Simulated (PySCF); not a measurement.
## CCl3F: calculation against experiment

**The experiment to reproduce.**

NIST CCCBDB Release 22 (SRD 101), experimental dipoles lists, for the gas: dipole moment (microwave Stark effect, vibrational ground state) 0.46 ± 0.02 D.

The results are set against them at the end.

Species: CCl3F.
SMILES with atom numbers: `[F:1][C:2]([Cl:3])([Cl:4])[Cl:5]`

Geometry (PBE0-D3(BJ)/def2-SVP, Å), atoms numbered from 1 in this order:
```
atom  x, y, z in Å
F1     0.1321    0.6557   -1.2340
C2     0.0136    0.0277   -0.0716
Cl3    1.2223    0.6726    1.0437
Cl4   -1.6131    0.3079    0.5580
Cl5    0.2800   -1.6997   -0.3327
```

The PySCF runs (gas phase, on this PBE0-D3(BJ)/def2-SVP geometry; no spin–orbit coupling):

| level | job | basis functions | wall time |
| --- | --- | --- | --- |
| PBE0-D3(BJ)/def2-SVP, grid level 1 | geometry optimisation from a GFN2-xTB start shaken at random | 82 | 28 s |

Hardware: Intel Xeon Platinum 8259CL at 2.50 GHz, one thread, no GPU, on a shared host.

**Comparison with experiment**

**Dipole moment.** Measured: 0.46 D (NIST CCCBDB Release 22 (SRD 101), experimental dipoles).

```tsv
level	computed (D)	computed − measured (D)	% (from the printed values)
PBE0-D3(BJ)/def2-SVP	0.30	-0.16	-35
```

The computed dipoles belong to one fixed geometry; measured ones are averaged over vibrations unless marked μe. Magnitudes are compared, not signs.

The geometry is computed, not the measured one. Where a level misses, the cause wasn't examined.
